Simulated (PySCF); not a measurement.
PySCF input (PBE/STO-3G):

```python
import numpy as np, basis_set_exchange as bse
from pyscf import gto, scf, dft, df, tdscf

basis = {'Cl': gto.basis.parse(bse.get_basis('STO-3G', elements=['Cl'], fmt='nwchem')), 'F': gto.basis.parse(bse.get_basis('STO-3G', elements=['F'], fmt='nwchem'))}
mol = gto.M(
    atom='''
    F    -0.00000000   -0.00000000   -1.07291806
    Cl    0.00000000    0.00000000    0.56801544
    ''',
    basis=basis,
    charge=0,
    verbose=4,
    max_memory=2160,
)
mf = dft.RKS(mol, xc='pbe')
mf.grids.level = 3
mf = mf.density_fit(auxbasis=df.autoaux(mol))
mf.conv_tol = 1e-9
mf.max_cycle = 100
print('smallest overlap eigenvalue', np.linalg.eigvalsh(mol.intor('int1e_ovlp'))[0])
mf.kernel()
dip = mf.dip_moment()
td = tdscf.TDA(mf)
td.nstates = 4
td.kernel()
td.analyze()
osc = td.oscillator_strength()
```

Output:

```
PySCF version 2.14.0

[INPUT] verbose = 4
[INPUT] num. atoms = 2
[INPUT] num. electrons = 26
[INPUT] charge = 0
[INPUT] spin (= nelec alpha-beta = 2S) = 0
[INPUT] symmetry False subgroup None
[INPUT] Mole.unit = angstrom
[INPUT] Symbol           X                Y                Z      unit          X                Y                Z       unit  Magmom
[INPUT]  1 F      0.000000000000   0.000000000000  -1.072918060000 AA    0.000000000000   0.000000000000  -2.027521287500 Bohr   0.0
[INPUT]  2 Cl     0.000000000000   0.000000000000   0.568015440000 AA    0.000000000000   0.000000000000   1.073393616124 Bohr   0.0

nuclear repulsion = 49.3402769038234
number of shells = 8
number of NR pGTOs = 42
number of NR cGTOs = 14
basis = {'Cl': [[0, [601.3456136, 0.1543289673], [109.5358542, 0.5353281423], [29.64467686, 0.4446345422]], [0, [38.96041889, -0.09996722919], [9.053563477, 0.3995128261], [2.944499834, 0.7001154689]], [0, [2.129386495, -0.219620369], [0.5940934274, 0.2255954336], [0.232524141, 0.900398426]], [1, [38.96041889, 0.155916275], [9.053563477, 0.6076837186], [2.944499834, 0.3919573931]], [1, [2.129386495, 0.01058760429], [0.5940934274, 0.5951670053], [0.232524141, 0.462001012]]], 'F': [[0, [166.679134, 0.1543289673], [30.36081233, 0.5353281423], [8.216820672, 0.4446345422]], [0, [6.464803249, -0.09996722919], [1.502281245, 0.3995128261], [0.4885884864, 0.7001154689]], [1, [6.464803249, 0.155916275], [1.502281245, 0.6076837186], [0.4885884864, 0.3919573931]]]}
ecp = {}
ETB for Cl: l = 0, exps = 0.465048282 * 1.8^n , n = 0..14
ETB for Cl: l = 1, exps = 0.465048282 * 1.8^n , n = 0..13
ETB for Cl: l = 2, exps = 0.465048282 * 1.8^n , n = 0..9
ETB for F: l = 0, exps = 0.9771769728 * 1.8^n , n = 0..10
ETB for F: l = 1, exps = 0.9771769728 * 1.8^n , n = 0..9
ETB for F: l = 2, exps = 0.9771769728 * 1.8^n , n = 0..4
smallest overlap eigenvalue 0.5129088645572398

******** <class 'pyscf.df.df_jk.DFRKS'> ********
method = DFRKS
initial guess = minao
damping factor = 0
level_shift factor = 0
DIIS = <class 'pyscf.scf.diis.CDIIS'>
diis_start_cycle = 1
diis_space = 8
diis_damp = 0
SCF conv_tol = 1e-09
SCF conv_tol_grad = None
SCF max_cycles = 100
direct_scf = False
XC library pyscf.dft.libxc version 7.1.2
    S. Lehtola, C. Steigemann, M. J. T. Oliveira, and M. A. L. Marques,  SoftwareX 7, 1–5 (2018)
XC functionals = pbe
    J. P. Perdew, K. Burke, and M. Ernzerhof,  Phys. Rev. Lett. 77, 3865 (1996)
    J. P. Perdew, K. Burke, and M. Ernzerhof,  Phys. Rev. Lett. 78, 1396 (1997)
    J. P. Perdew, K. Burke, and M. Ernzerhof,  Phys. Rev. Lett. 77, 3865 (1996)
    J. P. Perdew, K. Burke, and M. Ernzerhof,  Phys. Rev. Lett. 78, 1396 (1997)
radial grids:
    Treutler-Ahlrichs [JCP 102, 346 (1995); DOI:10.1063/1.469408] (M4) radial grids

becke partition: Becke, JCP 88, 2547 (1988); DOI:10.1063/1.454033
pruning grids: <function nwchem_prune>
grids dens level: 3
symmetrized grids: False
atomic radii adjust function: <function treutler_atomic_radii_adjust>
small_rho_cutoff = 0
Set gradient conv threshold to 3.16228e-05
Initial guess from minao.
tot grids = 33144
init E= -553.040003103006
  HOMO = -0.308842145229578  LUMO = -0.112256000888036  gap/eV = 5.34938
cycle= 1 E= -553.185374974517  delta_E= -0.145  |g|= 0.116  |ddm|= 2.02
  HOMO = -0.121715788161095  LUMO = 0.00598928886036673  gap/eV = 3.47503
cycle= 2 E= -553.176964052053  delta_E= 0.00841  |g|= 0.179  |ddm|= 0.513
  HOMO = -0.152351599891947  LUMO = -0.0117134002881327  gap/eV = 3.82696
cycle= 3 E= -553.191629215563  delta_E= -0.0147  |g|= 0.0229  |ddm|= 0.336
  HOMO = -0.147832684254941  LUMO = -0.00764361388795306  gap/eV = 3.81474
cycle= 4 E= -553.191868128073  delta_E= -0.000239  |g|= 0.000396  |ddm|= 0.0396
  HOMO = -0.147902539556585  LUMO = -0.00780510621611345  gap/eV = 3.81225
cycle= 5 E= -553.191868178653  delta_E= -5.06e-08  |g|= 6.94e-05  |ddm|= 0.000526
  HOMO = -0.147908071925431  LUMO = -0.00781108066121337  gap/eV = 3.81223
cycle= 6 E= -553.191868181258  delta_E= -2.6e-09  |g|= 9.16e-07  |ddm|= 0.000147
  HOMO = -0.147907973242723  LUMO = -0.00781114802562479  gap/eV = 3.81223
cycle= 7 E= -553.191868181259  delta_E= -9.09e-13  |g|= 4.77e-09  |ddm|= 1.81e-06
  HOMO = -0.147907971575663  LUMO = -0.00781114655761531  gap/eV = 3.81223
Extra cycle  E= -553.191868181259  delta_E= 3.41e-13  |g|= 8.73e-09  |ddm|= 2.26e-08
converged SCF energy = -553.191868181259
Dipole moment(X, Y, Z, Debye): -0.00000, -0.00000, -0.50287

******** <class 'pyscf.tdscf.rks.TDA'> for <class 'pyscf.df.df_jk.DFRKS'> ********
nstates = 4 singlet
deg_eia_thresh = 1.000e-03
wfnsym = None
conv_tol = 1e-05
eigh lindep = 1e-12
eigh level_shift = 0
eigh max_cycle = 100
chkfile = tmp8q_0u612

Excitation energies (eV)
[4.65658146 4.65658146 8.2194481  8.2194481 ]

** Singlet excitation energies and oscillator strengths **
Excited State   1:      4.65658 eV    266.26 nm  f=0.0023
      13 -> 14        0.70709
Excited State   2:      4.65658 eV    266.26 nm  f=0.0023
      12 -> 14       -0.70709
Excited State   3:      8.21945 eV    150.84 nm  f=0.0068
      11 -> 14       -0.70709
Excited State   4:      8.21945 eV    150.84 nm  f=0.0068
      10 -> 14        0.70709

** Transition electric dipole moments (AU) **
state          X           Y           Z        Dip. S.      Osc.
  1        -0.0173      0.1411      0.0000      0.0202      0.0023
  2        -0.1411     -0.0173     -0.0000      0.0202      0.0023
  3        -0.0186      0.1828      0.0000      0.0338      0.0068
  4        -0.1828     -0.0186     -0.0000      0.0338      0.0068

** Transition velocity dipole moments (imaginary part, AU) **
state          X           Y           Z        Dip. S.      Osc.
  1         0.0081     -0.0659      0.0000      0.0044      0.0172
  2         0.0659      0.0081     -0.0000      0.0044      0.0172
  3        -0.0053      0.0519      0.0000      0.0027      0.0060
  4        -0.0519     -0.0053     -0.0000      0.0027      0.0060

** Transition magnetic dipole moments (imaginary part, AU) **
state          X           Y           Z
  1        -0.0629     -0.0077     -0.0000
  2         0.0077     -0.0629     -0.0000
  3         1.0232      0.1042     -0.0000
  4        -0.1042      1.0232     -0.0000
```
